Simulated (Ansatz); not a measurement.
**One shape, several levels: SiH3OF (SMILES O[SiH2]F)**

Aim: a comparison of 5 runs (HF/aug-cc-pVDZ, B2PLYP/aug-cc-pVDZ, B3LYP/aug-cc-pVDZ, PBE0/aug-cc-pVDZ, revPBE/aug-cc-pVDZ) of SiH3OF. 

The results are computed with Ansatz 0.2.0.

72 further runs of the same task are left out: 72 set aside as unsound or not needed.

### 1 The structure to begin with

The species is SiH3OF (6 atoms), meant as a singlet with charge 0. SMILES: `O[SiH2]F`. One bond was lengthened or shortened from a relaxed shape.

Bond lengths: O1–Si2 1.874 Å, Si2–F3 1.596 Å, O1–H4 0.958 Å, Si2–H5 1.474 Å, Si2–H6 1.482 Å. Angles: O1–Si2–F3 111.0°, O1–Si2–H5 106.4°, O1–Si2–H6 111.7°, F3–Si2–H5 108.2°, F3–Si2–H6 106.0°, Si2–O1–H4 119.1°, H5–Si2–H6 113.7°.

### 2 The energy at HF/aug-cc-pVDZ (run 1)

File input.yaml:

```yaml
crystal:
  periodic: [false, false, false]
  atoms:
    - {symbol: O, position_ang: [-1.038240, -0.239180, -1.081274]}
    - {symbol: Si, position_ang: [0.378300, -0.009300, 0.123900]}
    - {symbol: F, position_ang: [0.180800, -0.922800, 1.417800]}
    - {symbol: H, position_ang: [-1.898940, 0.120220, -0.862774]}
    - {symbol: H, position_ang: [1.595600, -0.458500, -0.575800]}
    - {symbol: H, position_ang: [0.455100, 1.385600, 0.617600]}
basis:
  gaussian: {orbitals: aug-cc-pVDZ}
hamiltonian: {xc: hf}
accuracy: high
output: {orbitals: {seedname: orbitals}}
```

Started as:

```bash
ansatz run input.yaml --threads 1 --pin off --max-ram 3480MiB --events-out events.jsonl --progress --plain --runs-dir runs
```

What it wrote:

```text
Warning: RAYON_NUM_THREADS=1 ignored (pool sized by the plan → 1); use --threads N
Functional definition: HF
  name "HF"
  exchange = exact_x
  correlation = 0
2012 factors; integrals over basis functions are off by at most 3.6e-9 eV
mean field evaluation 1: about -12652.2269 eV, gradient 4.2e1 eV
mean field evaluation 2: about -12652.2492 eV, gradient 4.2e1 eV
mean field evaluation 4: about -12655.6329 eV, gradient 2.6e0 eV
mean field evaluation 8: about -12655.6582 eV, gradient 1.8e-4 eV
mean field -12655.65819989 eV, -465.0868605329 hartree, gradient 1.7e-8 eV, S^2 0.000000; 0 other end points of the search recorded, 0 dependent functions left out
reference -12655.65819989 eV, -465.0868605329 hartree; 17, 17 occupied and 83, 83 virtual orbitals, 2012 factors
Total energy: -12655.65819989 eV, -465.0868605329 hartree
```

Run time: 3.3 s. Hardware: 1 thread of Arm Neoverse V1, shared host; peak memory 0.26 GiB.

### 3 The energy at B2PLYP/aug-cc-pVDZ (run 2)

Edit input.yaml of step 2 so:

```diff
@@ -1 +1,3 @@
+basis:
+  gaussian: {orbitals: aug-cc-pVDZ}
 crystal:
@@ -9,5 +11,4 @@
     - {symbol: H, position_ang: [0.455100, 1.385600, 0.617600]}
-basis:
-  gaussian: {orbitals: aug-cc-pVDZ}
-hamiltonian: {xc: hf}
+hamiltonian: {xc: {name: B2PLYP}}
+correlation: {frozen_orbitals: {F: 1, H: 0, O: 1, Si: 5}}
 accuracy: high
```

Started as:

```bash
ansatz run input.yaml --threads 1 --pin off --max-ram 3480MiB --events-out events.jsonl --progress --plain --runs-dir runs
```

What it wrote (excerpt; [...] marks lines left out):

```text
Warning: RAYON_NUM_THREADS=1 ignored (pool sized by the plan → 1); use --threads N
Functional definition: B2PLYP
  name "B2PLYP"
[...]
2012 factors; integrals over basis functions are off by at most 3.6e-9 eV
[...]
mean field -12681.69403135 eV, -466.0436596910 hartree, gradient 2.8e-8 eV, S^2 0.000000; 0 other end points of the search recorded, 0 dependent functions left out
7 core orbitals not correlated: weight in the atoms' cores, before any rotation towards them, 1.000 or more for the frozen orbitals, at most 0.000 for the correlated occupied ones
reference -12681.69406202 eV, -466.0436608183 hartree; 10, 10 occupied and 83, 83 virtual orbitals, 2012 factors
second order -17.21210242 eV of doubles, -0.00000000 eV of singles
Total energy: -12686.34132968 eV, -466.2144447546 hartree
```

Run time: 11 s. Hardware: 1 thread of Arm Neoverse V1, shared host; peak memory 0.31 GiB.

Runs 3 to 4 aren't shown in full; the table further down has their settings and results.

### 4 A single-point energy at revPBE/aug-cc-pVDZ (run 5)

Edit input.yaml of step 3 so:

```diff
@@ -1,3 +1 @@
-basis:
-  gaussian: {orbitals: aug-cc-pVDZ}
 crystal:
@@ -11,4 +9,7 @@
     - {symbol: H, position_ang: [0.455100, 1.385600, 0.617600]}
-hamiltonian: {xc: {name: B2PLYP}}
-correlation: {frozen_orbitals: {F: 1, H: 0, O: 1, Si: 5}}
+basis:
+  gaussian:
+    orbitals: aug-cc-pVDZ
+hamiltonian:
+  xc: {name: revPBE}
 accuracy: high
```

Started as:

```bash
ansatz run input.yaml --threads 1 --pin off --max-ram 3480MiB --events-out events.jsonl --progress --plain --runs-dir runs
```

What it wrote:

```text
Warning: RAYON_NUM_THREADS=1 ignored (pool sized by the plan → 1); use --threads N
Functional definition: revPBE
  name "revPBE"
  parameter kappa = 1.245
  parameter beta = 0.06672455060314922
  exchange = pbe_x(kappa = kappa, mu = beta*pi^2/3)
  correlation = pbe_c(beta = beta)
2012 factors; integrals over basis functions are off by at most 3.6e-9 eV
mean field evaluation 1: about -12682.3229 eV, gradient 6.5e1 eV
mean field evaluation 2: about -12618.4018 eV, gradient 1.7e2 eV
mean field evaluation 4: about -12689.1847 eV, gradient 2.0e1 eV
mean field evaluation 8: about -12689.8112 eV, gradient 6.6e-1 eV
mean field evaluation 16: about -12689.8120 eV, gradient 2.1e-5 eV
mean field -12689.81203879 eV, -466.3419909621 hartree, gradient 2.2e-8 eV, S^2 0.000000; 0 other end points of the search recorded, 0 dependent functions left out
reference -12689.81204860 eV, -466.3419913225 hartree; 17, 17 occupied and 83, 83 virtual orbitals, 2012 factors
Total energy: -12689.81204860 eV, -466.3419913225 hartree
```

Wall time 7.2 s (1 thread of Arm Neoverse V1, shared host); peak memory 0.25 GiB.

### 5 The series

```csv
run,level,frozen core orbitals,energy (Eh),HOMO energy (eV),LUMO energy (eV),HOMO–LUMO gap (eV),wall time
1,HF/aug-cc-pVDZ,–,-465.086861,-13.25,1.01,14.25,3.3 s
2,B2PLYP/aug-cc-pVDZ,7,-466.214445,-10.66,0.20,10.86,11 s
3,B3LYP/aug-cc-pVDZ,–,-466.485685,-8.77,-0.78,7.99,8.7 s
4,PBE0/aug-cc-pVDZ,–,-466.161781,-9.04,-0.50,8.55,8.4 s
5,revPBE/aug-cc-pVDZ,–,-466.341991,-7.30,-1.23,6.07,7.2 s
```

### 6 Summary of results

| quantity | value |
| --- | --- |
| run 5: total energy | -466.34199 Eh |
| run 5: HOMO energy | -7.30 eV |
| run 5: LUMO energy | -1.23 eV |
| run 5: HOMO–LUMO gap | 6.07 eV |

In words: The HOMO–LUMO gap runs from 6.07 eV (revPBE/aug-cc-pVDZ) to 14.25 eV (HF/aug-cc-pVDZ). Exact exchange widens orbital gaps. Totals of different functionals can't be ranked against each other. All runs together took 39 s, the longest 11 s.
